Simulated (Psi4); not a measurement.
# CH4BO (SMILES [BH]OC): levels of theory compared

Aim: a comparison of 4 runs (UHF/def2-SVP, UCAM-B3LYP/6-31G, U-r2SCAN/aug-cc-pVDZ, EOM-CCSD/DZ) of CH4BO. 

The results are computed with Psi4 1.11.

2 further runs of the same task are left out: 1 that didn't finish, 1 set aside as unsound or not needed.

**1. The structure to begin with**

The species is CH4BO (7 atoms), meant as a doublet with charge 0. SMILES: `[BH]OC`. The shape is that of a PBE0-D4/def2-TZVP optimisation. This is one conformer, not always the lowest.

Bond lengths: B1–O2 1.320 Å, O2–C3 1.426 Å, B1–H4 1.207 Å, C3–H5 1.093 Å, C3–H6 1.090 Å, C3–H7 1.090 Å. Angles: B1–O2–C3 124.1°, O2–B1–H4 124.7°, O2–C3–H5 110.9°, O2–C3–H6 108.4°, O2–C3–H7 108.4°, H5–C3–H6 109.9°, H5–C3–H7 109.9°, H6–C3–H7 109.2°.

**2. Energy and gradient at UHF/def2-SVP (run 1)**

The input, job.inp:

```
memory 1600 mb

molecule geom {
  0 2
  B     -1.319600    -1.025700    -0.172900
  O     -0.272400    -0.707100     0.564500
  C      0.642200     0.338600     0.243900
  H     -1.628500    -0.474200    -1.201600
  H      0.357800     0.834000    -0.687600
  H      0.643000     1.059300     1.062300
  H      1.638900    -0.092800     0.145600
  symmetry c1
}

set {
  basis def2-SVP
  reference uhf
  puream true
  e_convergence 1e-09
  d_convergence 1e-08
  scf_type pk
  maxiter 200
}

E, wfn = gradient("hf", return_wfn=True)
oeprop(wfn, "WIBERG_LOWDIN_INDICES", "MULLIKEN_CHARGES", "LOWDIN_CHARGES")
```

Command:

```sh
psi4 -i job.inp -o job.out -n 1
```

job.out:

```text
[...]
  Running in c1 symmetry.
[...]
  Nuclear repulsion =   64.636182110939899
[...]
  Multiplicity = 2
[...]
  Nalpha       = 12
  Nbeta        = 11
[...]
    Number of basis functions: 62
[...]
   @UHF iter   1:  -139.54289501233254   -8.11895e-01   5.16815e-03 DIIS/ADIIS
[...]
   @UHF iter  14:  -139.60122996573824   -4.77485e-12   7.56753e-09 DIIS
[...]
   @S^2 Observed:                7.537987879E-01
[...]
    Orbital Energies [Eh]
    ---------------------
    Alpha Occupied:
       1A    -20.578118     2A    -11.302360     3A     -7.644246
       4A     -1.376546     5A     -0.955119     6A     -0.735898
       7A     -0.657814     8A     -0.647442     9A     -0.582990
      10A     -0.516789    11A     -0.490607    12A     -0.321382
    Alpha Virtual:
      13A      0.120171    14A      0.180918    15A      0.249570
      16A      0.253812    17A      0.254048    18A      0.309328
      19A      0.347576    20A      0.362365    21A      0.462471
      22A      0.485846    23A      0.634790    24A      0.656198
      25A      0.708430    26A      0.793463    27A      0.847189
[...]
  @UHF Final Energy:  -139.60122996573824
   => Energetics <=
    Nuclear Repulsion Energy =             64.6361821109398988
    One-Electron Energy =                -317.2719283011734888
    Two-Electron Energy =                 113.0345162244953485
    Total Energy =                       -139.6012299657382414
  UHF NO Occupations:
  HONO-2 :   10  A 1.9991930
  HONO-1 :   11  A 1.9991786
[...]
 Multipole Moments:
 ------------------------------------------------------------------------------------
     Multipole            Electronic (a.u.)      Nuclear  (a.u.)        Total (a.u.)
 ------------------------------------------------------------------------------------
 L = 1.  Multiply by 2.5417464519 to convert [e a0] to [Debye]
 Dipole X            :         -2.2703471            2.8663415            0.5959944
 Dipole Y            :         -2.6462349            3.3377730            0.6915381
 Dipole Z            :          0.8590616           -1.0806841           -0.2216226
 Magnitude           :                                                    0.9394418
[...]
  -Total Gradient:
     Atom            X                  Y                   Z
    ------   -----------------  -----------------  -----------------
       1        0.000851140876     0.001647362827    -0.001149555700
       2       -0.007380612759    -0.010532843576     0.005222886631
       3        0.006428935305     0.008515219434    -0.003733090387
       4       -0.000214786184    -0.000229250180     0.000056615549
       5       -0.000984791301     0.001006261539    -0.002325778025
       6       -0.000292989166     0.000889192658     0.001830835254
       7        0.001593103230    -0.001295942700     0.000098086678
[...]
  Mulliken Charges: (a.u.)
   Center  Symbol    Alpha    Beta     Spin     Total
       1     B     2.90015  1.93892  0.96124  0.16093
       2     O     4.17827  4.22679 -0.04852 -0.40506
       3     C     2.89753  2.85875  0.03878  0.24372
       4     H     0.58541  0.53337  0.05204 -0.11878
       5     H     0.48470  0.48355  0.00115  0.03176
       6     H     0.47697  0.47932 -0.00234  0.04371
       7     H     0.47697  0.47931 -0.00234  0.04372
   Total alpha = 12.00000, Total beta = 11.00000, Total charge = -0.00000
  Lowdin Charges: (a.u.)
[...]
```

It took 2.3 s on 1 thread of Intel Xeon Platinum 8488C (Sapphire Rapids), shared host; peak memory 0.21 GiB.

**3. Energy and gradient at UCAM-B3LYP/6-31G (run 2)**

The input, job.dat:

```
memory 1600 mb

molecule m {
  0 2
  B     -1.319600    -1.025700    -0.172900
  O     -0.272400    -0.707100     0.564500
  C      0.642200     0.338600     0.243900
  H     -1.628500    -0.474200    -1.201600
  H      0.357800     0.834000    -0.687600
  H      0.643000     1.059300     1.062300
  H      1.638900    -0.092800     0.145600
  symmetry c1
}

set reference uks
set puream true
set e_convergence 1e-09
set d_convergence 1e-08
set scf_type pk
set dft_radial_points 99
set dft_spherical_points 590
set maxiter 200

e_tot, wfn = gradient("cam-b3lyp/6-31G", return_wfn=True)
print_variables()
```

Command:

```sh
psi4 -i job.dat -o job.out -n 1
```

job.out (excerpt; [...] marks lines left out):

```text
[...]
  Running in c1 symmetry.
[...]
  Nuclear repulsion =   64.636182110939899
[...]
  Multiplicity = 2
[...]
  Nalpha       = 12
  Nbeta        = 11
[...]
    Number of basis functions: 35
[...]
   @UKS iter   1:  -140.31833760435305   -5.63741e-01   1.30703e-02 ADIIS/DIIS
[...]
   @UKS iter  12:  -140.41200883399307   -1.47793e-12   7.19103e-09 DIIS
[...]
   @S^2 Observed:                7.517300059E-01
[...]
  @UKS Final Energy:  -140.41200883399307
   => Energetics <=
    Nuclear Repulsion Energy =             64.6361821109398988
    One-Electron Energy =                -317.5006449926479490
    Two-Electron Energy =                 126.5858111644950270
    DFT Exchange-Correlation Energy =     -14.1333571167800560
    Empirical Dispersion Energy =           0.0000000000000000
    VV10 Nonlocal Energy =                  0.0000000000000000
    Total Energy =                       -140.4120088339930703
[...]
 Multipole Moments:
 ------------------------------------------------------------------------------------
     Multipole            Electronic (a.u.)      Nuclear  (a.u.)        Total (a.u.)
 ------------------------------------------------------------------------------------
 L = 1.  Multiply by 2.5417464519 to convert [e a0] to [Debye]
 Dipole X            :         -2.2444133            2.8663415            0.6219282
 Dipole Y            :         -2.5939357            3.3377730            0.7438373
 Dipole Z            :          0.8215126           -1.0806841           -0.2591715
 Magnitude           :                                                    1.0036227
[...]
  -Total Gradient:
     Atom            X                  Y                   Z
    ------   -----------------  -----------------  -----------------
       1        0.021077643811     0.010427296690     0.009791970612
       2       -0.002804476784     0.004624014053    -0.008855732318
       3       -0.016123242910    -0.013306621537    -0.000807625455
       4       -0.000771532355     0.000210099664    -0.001100453089
       5       -0.000321866426    -0.000807686416     0.000673520716
       6       -0.000576137287    -0.000519820695     0.000191639553
       7       -0.000482552610    -0.000630879160     0.000108841081
[...]
```

Wall time 15 s (1 thread of Intel Xeon Platinum 8488C (Sapphire Rapids), shared host); peak memory 0.61 GiB.

Run 3 isn't shown in full; the table further down has it.

**4. The excited states at EOM-CCSD/DZ (Cartesian functions) (run 4)**

The input, ch4bo.py:

```python
import psi4

psi4.set_memory(1600000000)
psi4.set_num_threads(1)
psi4.set_output_file('ch4bo.out', False)

molecule = psi4.geometry("""
0 2
B     -1.319600    -1.025700    -0.172900
O     -0.272400    -0.707100     0.564500
C      0.642200     0.338600     0.243900
H     -1.628500    -0.474200    -1.201600
H      0.357800     0.834000    -0.687600
H      0.643000     1.059300     1.062300
H      1.638900    -0.092800     0.145600
symmetry c1
""")

options = {'reference': 'uhf', 'scf_type': 'pk', 'freeze_core': True, 'roots_per_irrep': [4]}
psi4.set_options(options)

e_tot, wfn = psi4.energy('eom-ccsd/DZ', molecule=molecule, return_wfn=True)
print(f'eom-ccsd/DZ energy: {e_tot:.10f} Eh')
```

Command:

```sh
python ch4bo.py
```

ch4bo.out:

```text
[...]
  Running in c1 symmetry.
[...]
  Nuclear repulsion =   64.636182110939899
[...]
  Multiplicity = 2
[...]
  Nalpha       = 12
  Nbeta        = 11
[...]
    Number of basis functions: 38
[...]
   @UHF iter   1:  -139.60303398658877   -8.26669e-01   8.77421e-03 ADIIS/DIIS
[...]
   @UHF iter  15:  -139.66326323649290   -4.54747e-13   3.32561e-09 DIIS
[...]
   @S^2 Observed:                7.545653228E-01
[...]
    Orbital Energies [Eh]
    ---------------------
    Alpha Occupied:
       1A    -20.574791     2A    -11.303354     3A     -7.667894
       4A     -1.402177     5A     -0.972865     6A     -0.739680
       7A     -0.657193     8A     -0.649882     9A     -0.591711
      10A     -0.512037    11A     -0.487671    12A     -0.323999
    Alpha Virtual:
      13A      0.099301    14A      0.196771    15A      0.235821
      16A      0.250317    17A      0.316425    18A      0.322358
      19A      0.329176    20A      0.378695    21A      0.410835
      22A      0.429360    23A      0.448313    24A      0.493745
      25A      0.636917    26A      0.841871    27A      0.998625
[...]
  @UHF Final Energy:  -139.66326323649290
   => Energetics <=
    Nuclear Repulsion Energy =             64.6361821109398988
    One-Electron Energy =                -317.2500046072225928
    Two-Electron Energy =                 112.9505592597897845
    Total Energy =                       -139.6632632364929236
  UHF NO Occupations:
  HONO-2 :   10  A 1.9993221
  HONO-1 :   11  A 1.9987035
[...]
 Multipole Moments:
 ------------------------------------------------------------------------------------
     Multipole            Electronic (a.u.)      Nuclear  (a.u.)        Total (a.u.)
 ------------------------------------------------------------------------------------
 L = 1.  Multiply by 2.5417464519 to convert [e a0] to [Debye]
 Dipole X            :         -2.2897222            2.8663415            0.5766193
 Dipole Y            :         -2.5241178            3.3377730            0.8136552
 Dipole Z            :          0.6845312           -1.0806841           -0.3961529
 Magnitude           :                                                    1.0730619
[...]
      * MP2 total energy                      = -139.905590721874262
[...]
      * CCSD total energy                     = -139.930316489208678
[...]
                     Excitation Energy              Total Energy
[...]
```

Standard output:

```text
eom-ccsd/DZ energy: -139.6620274631 Eh
```

Wall time 20 s (1 thread of Intel Xeon Platinum 8488C (Sapphire Rapids), shared host); peak memory 0.2 GiB.

The roots found:

```tsv
excited state	energy (eV)
1	2.855
2	6.730
3	7.079
4	7.301
```

**5. Overview of the runs**

```tsv
run	level	integration grid	task	energy (Eh)	dipole moment (D)	HOMO energy (eV)	LUMO energy (eV)	wall time
1	UHF/def2-SVP	–	gradient	-139.601230	2.39	-8.75	3.27	2.3 s
2	UCAM-B3LYP/6-31G	99 radial × 590 angular	gradient	-140.412009	2.55	-6.46	0.66	15 s
3	U-r2SCAN/aug-cc-pVDZ	99 radial × 590 angular	energy	-140.464657	2.35	-4.62	-1.32	73 s
4	EOM-CCSD/DZ (Cartesian functions)	–	excited	-139.930316	–	-8.82	2.70	20 s
```

**6. Results**

```
                                                         quantity          value
                         run 4: ground-state or mean-field energy  -139.93032 Eh
run 4: HOMO energy (Hartree–Fock orbitals) (highest over α and β)       -8.82 eV
 run 4: LUMO energy (Hartree–Fock orbitals) (lowest over α and β)        2.70 eV
                         run 4: ⟨S²⟩ of the reference determinant          0.755
                                             run 4: T1 diagnostic          0.024
                                  run 4: lowest excitation energy        2.85 eV
```

In words: Over runs 1, 2, 3 the dipole moment (its size) runs from 2.35 D (U-r2SCAN/aug-cc-pVDZ) to 2.55 D (UCAM-B3LYP/6-31G). The two ends differ in method and basis. Totals of different functionals can't be ranked against each other. All runs together took 1.8 min, the longest 73 s.
